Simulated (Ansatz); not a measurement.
`[Cl][Mg][Cl]` + H₂O → `[OH][Mg][Cl]` + HCl  (formal hydrolysis of a Mg–Cl bond)

Computed with Ansatz on PBE0-D4/def2-TZVP structures; ΔE is electronic, products minus reactants. CBS: MP2 limit from def2 TZ/QZ plus the TZ coupled-cluster correction, frozen cores. This one scheme is used for every species. Functionals use def2-TZVPP. B3LYP here is the variant with VWN-RPA as its local correlation; programs differ in this. For Mg outer-core shells are correlated without core-valence functions, which leaves a few kJ/mol of doubt a bond. Each species was taken in one conformer, which may not be the lowest.

| level | ΔE (kJ/mol) | difference from CCSD(T)/CBS |
| --- | --- | --- |
| LDA (SPW92) | 74.6 | -4.3 |
| PBE-D4 | 79.7 | 0.8 |
| revPBE-D4 | 80.1 | 1.2 |
| B97M-V | 84.3 | 5.4 |
| r2SCANh-D4 | 82.2 | 3.3 |
| ωB97X-V | 79.4 | 0.5 |
| ωB97M-V | 79.8 | 0.9 |
| B3LYP | 77.4 | -1.5 |
| r2SCANh | 82.2 | 3.3 |
| CAM-B3LYP | 74.4 | -4.5 |
| RPA@PBE/def2-TZVPP | 73.8 | -5.1 |
| CCSD/def2-TZVPP | 77.6 | -1.3 |
| MP2/def2-QZVPP | 77.0 | -1.9 |
| SCS-MP2/def2-QZVPP | 75.7 | -3.2 |
| HF/CBS(def2) | 90.9 | 12.0 |
| CCSD/CBS(def2) | 79.3 | 0.4 |
| CCSD(T)/CBS | 78.9 | 0 |

Largest T1 diagnostic among the species: 0.009.

From r2SCAN to r2SCAN0 (25 % exact exchange), in def2-TZVPP and without D4, ΔE moves by +3.7 kJ/mol. In def2-TZVPP, CCSD(T) changes the Hartree–Fock value by −14.3 kJ/mol (the triples alone add −0.5 kJ/mol) and MP2 by −15.3 kJ/mol. At CCSD(T), def2-SVP lies −7.4 kJ/mol from the extrapolated value and def2-TZVPP −1.7 kJ/mol.
